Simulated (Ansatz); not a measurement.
Consider the substitution at a C–C bond: `CSC(C)(C)C` + `CNN` → `CN(C)N` + `CSC(C)C`.

Computed with Ansatz on PBE0-D4/def2-TZVP structures; ΔE is electronic, products minus reactants. CCSD(T)/CBS adds triple-zeta CCSD(T) − MP2 to the extrapolated MP2 energy (def2 sets, frozen cores). This one scheme is used for every species. DFT in def2-TZVPP. Each species was taken in one conformer, which may not be the lowest.

```
       level  ΔE (kJ/mol)
     PBE0-D4         17.9
      B2PLYP         15.6
        PBE0         15.1
HF/CBS(def2)         11.9
```

Task: What does CCSD(T)/CBS give? (An estimate is asked.)

Result: Ansatz gave: +21.7 kJ/mol. The listed levels differ from it by -3.8, -6.1, -6.6, -9.8 kJ/mol.

Largest T1 diagnostic among the species: 0.009.

The D4 term adds +4.9 kJ/mol with B3LYP and +2.8 kJ/mol with PBE0; it sums over pairs of atoms, weighted by their polarisabilities, and B3LYP, whose exchange is more repulsive, gets the larger term. In def2-TZVPP, CCSD(T) changes the Hartree–Fock value by +8.3 kJ/mol (the triples alone add +0.8 kJ/mol) and MP2 by +12.1 kJ/mol.

B3LYP here is the variant with VWN-RPA as its local correlation; programs differ in this.
